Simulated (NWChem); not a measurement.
**C2H3O (vinyloxy radical): the vertical ionisation energy from total energies**

The species is C2H3O (6 atoms), meant as a doublet with charge 0. As SMILES, `C=C[O]`. The shape is that of a PBE0-D4/def2-TZVP optimisation.

Both states at this one shape; open shells run unrestricted unless said. 1 Eh = 27.2114 eV.

```
           level  program  doublet C2H3O (Eh)  singlet C2H3O+ (Eh)
UB3LYP/jorge-TZP   NWChem         -153.235478          -152.850232
     UB3LYP/MINI   NWChem         -151.951368          -151.491925
```

Question: Work out the vertical ionisation energy at each level.

Answer: 
1. UB3LYP/jorge-TZP: -152.850232 − (-153.235478) = 0.385246 Eh = 10.48 eV.
2. UB3LYP/MINI: -151.491925 − (-151.951368) = 0.459443 Eh = 12.50 eV.

No measured value is set beside it here; the levels span 10.48 to 12.50 eV. Minimal sets are far from the basis-set limit.
